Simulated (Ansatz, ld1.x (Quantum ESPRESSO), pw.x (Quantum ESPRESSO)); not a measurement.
pw.x on diamond Ni: one setting changed

Potential: ultrasoft, ld1.x (Quantum ESPRESSO) 7.5, PBEsol; core [Ne], reference 3s2 3p6 3d8 4s2 4p0; waves: 3s (bound): rcut 1.00, rcutus 1.20 bohr; 4s (bound): rcut 1.00, rcutus 1.20 bohr; 3p (bound): rcut 1.10, rcutus 1.40 bohr; 4p (bound, empty): rcut 1.10, rcutus 1.40 bohr; 3d (bound): rcut 1.40, rcutus 1.65 bohr; 3d channel at 2.2 Ry: rcut 1.40, rcutus 1.65 bohr; local part: all-electron potential smoothed inside 1.45 bohr (lloc = -1); core correction: a·sin(br)/r model core inside 1.25 bohr; augmentation: PSQ, inside the norm-conserving radii.

The reference run (k-mesh 9³, cutoffs 120/900 Ry, Fermi–Dirac 0.01 Ry, mixing_beta 0.4, conv_thr 1e-9, no spin) gives 0.94 GPa at 15.692 Å³/atom, where all-electron LAPW gives 0.03 GPa. This run, with its own iteration cap, changes ecutrho/ecutwfc to 16.

```
&control
  calculation='scf', prefix='x', pseudo_dir='./', outdir='./tmp', tstress=.true., disk_io='none'
/
&system
  ibrav=0, nat=2, ntyp=1, ecutwfc=120, ecutrho=1920, nbnd=28,
  occupations='smearing', smearing='fd', degauss=0.01
/
&electrons
  conv_thr=1e-09, mixing_beta=0.4, electron_maxstep=50
/
ATOMIC_SPECIES
Ni 1.0 Ni.UPF
CELL_PARAMETERS angstrom
  0.00000000 2.50356824 2.50356824
  2.50356824 0.00000000 2.50356824
  2.50356824 2.50356824 0.00000000
ATOMIC_POSITIONS crystal
Ni 0.0000 0.0000 0.0000
Ni 0.2500 0.2500 0.2500
K_POINTS automatic
9 9 9 0 0 0
```

```bash
pw.x < Ni.scf.in > Ni.scf.out
```

Task: How does the run end?

Result: It converges in 9 iterations; the free energy moves by +0.0 meV/atom and the pressure by -0.01 GPa. The result is that of the reference run.

```
Message from routine setup:
     using ibrav=0 with symmetry is DISCOURAGED, use correct ibrav instead
     lattice parameter (alat)  =       6.6907  a.u.
     unit-cell volume          =     211.7897 (a.u.)^3
     number of electrons       =        36.00
     number of Kohn-Sham states=           28
     kinetic-energy cutoff     =     120.0000  Ry
     charge density cutoff     =    1920.0000  Ry
     scf convergence threshold =      1.0E-09
     Exchange-correlation= PBESOL
     number of k points=    35  Fermi-Dirac smearing, width (Ry)=  0.0100
     iteration #  1     ecut=   120.00 Ry     beta= 0.40
     total energy              =    -682.13312068 Ry
     estimated scf accuracy    <       0.20111984 Ry
     iteration #  2     ecut=   120.00 Ry     beta= 0.40
     total energy              =    -682.16537641 Ry
     estimated scf accuracy    <       0.28665176 Ry
     iteration #  3     ecut=   120.00 Ry     beta= 0.40
     total energy              =    -682.20020074 Ry
     estimated scf accuracy    <       0.00657930 Ry
     iteration #  4     ecut=   120.00 Ry     beta= 0.40
     total energy              =    -682.20178820 Ry
     estimated scf accuracy    <       0.00056394 Ry
     iteration #  5     ecut=   120.00 Ry     beta= 0.40
     total energy              =    -682.20192174 Ry
     estimated scf accuracy    <       0.00002534 Ry
     iteration #  6     ecut=   120.00 Ry     beta= 0.40
     total energy              =    -682.20192604 Ry
     estimated scf accuracy    <       0.00000247 Ry
     iteration #  7     ecut=   120.00 Ry     beta= 0.40
     total energy              =    -682.20192695 Ry
     estimated scf accuracy    <       0.00000002 Ry
     iteration #  8     ecut=   120.00 Ry     beta= 0.40
     total energy              =    -682.20192705 Ry
     estimated scf accuracy    <          2.7E-09 Ry
     iteration #  9     ecut=   120.00 Ry     beta= 0.40
     the Fermi energy is    10.7932 ev
!    total energy              =    -682.20192707 Ry
     estimated scf accuracy    <          9.9E-11 Ry
     smearing contrib. (-TS)   =      -0.02362487 Ry
     The total energy is F=E-TS. E is the sum of the following terms:
     one-electron contribution =    -520.29799279 Ry
     hartree contribution      =     273.34514048 Ry
     xc contribution           =     -66.31801889 Ry
     ewald contribution        =    -368.90743100 Ry
     convergence has been achieved in   9 iterations
          total   stress  (Ry/bohr**3)                   (kbar)     P=        9.32
     Message from routine punch:
     Nothing written, as per user request (disk_io='none')
```

The run took about 94 s on one core of a shared host (Neoverse-V2, 32 threads, 247 GiB, load 14).
